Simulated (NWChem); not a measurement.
System: Al cation, singlet

Results from NWChem. Low-valent species are run as closed-shell singlets; no triplet was tried in these runs. Field at 589 nm.

### Question
Estimate the computed values for B3LYP/def2-TZVPD. Quantities: isotropic polarisability (bohr³); anisotropy (bohr³).

### Answer
isotropic polarisability (bohr³): 25.6
anisotropy (bohr³): 0.0
